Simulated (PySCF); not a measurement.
Identify the compound

Molecular formula: C5H7F. Simulated spectra:

1H NMR (600 MHz, computed): δ 7.35 (dq, J = 2.0, 1.3 Hz, 1H), 2.37 (dd, J = 3.2, 1.3 Hz, 3H), 1.66 (d, J = 11.0 Hz, 3H).

13C{1H} NMR (computed): δ 145.0 (C, d, J = 13.8 Hz), 126.5 (CH, d, J = 16.4 Hz), 75.9 (C, d, J = 296.1 Hz), 23.5 (CH3, d, J = 42.2 Hz), 11.8 (CH3).

PySCF calculation with J: B3LYP/pcJ-1 (spin–dipole term only in couplings to heteroatoms), NMR shieldings at PBE0/pcSseg-1/GIAO and structure optimised with GFN2-xTB; averaged over atoms made equivalent by symmetry, fast rotation or ring inversion, no solvent model, single conformer, relativity neglected.

Shifts are taken against calculated references (same method and geometry level): 1H, 13C vs TMS.

Q: Propose a structure and justify it.

A: 
1. The formula gives 2 degrees of unsaturation (1 ring in the answer).
2. 5 carbon signals for 5 carbons: no two carbons are equivalent.
3. Carbon types of the structure: 2 × C, 1 × CH, 2 × CH3, which accounts for all hydrogens.
4. δC 145.0: fully substituted alkene carbon; as expected for a trigonal carbon in a double bond.
5. δC 126.5: alkene CH; an sp2 carbon of a C=C bond.
6. δC 75.9: three-membered-ring carbon; deshielded by the electronegative neighbour.
7. δC 23.5: methyl carbon; saturated and bonded to C and H only.
8. δC 11.8: allylic methyl carbon; aliphatic region, no heteroatom directly attached.
9. δH 7.35: hydrogen on an alkene CH; a vinylic proton, deshielded by the sp2 carbon and the C=C anisotropy.
10. δH 2.37: hydrogen on an allylic methyl carbon; allylic position.

Structure: SMILES C[C@@]1(F)C(C)=C1.

This is the structure that produced the data.

Common functionals overestimate the size of one-bond C–F couplings by tens of Hz; these are unscaled. Splittings below 1 Hz are ignored in the labels, and close J values are merged. Shifts are as computed. Against solution values, carbons near 30 ppm lie about +3 ppm off and those near 130 ppm about +5 ppm. Of 1211 compounds with measured shifts, 218 miss one by over three times the rms of a fit or turn the order of signals round; such compounds aren't used in these exercises.
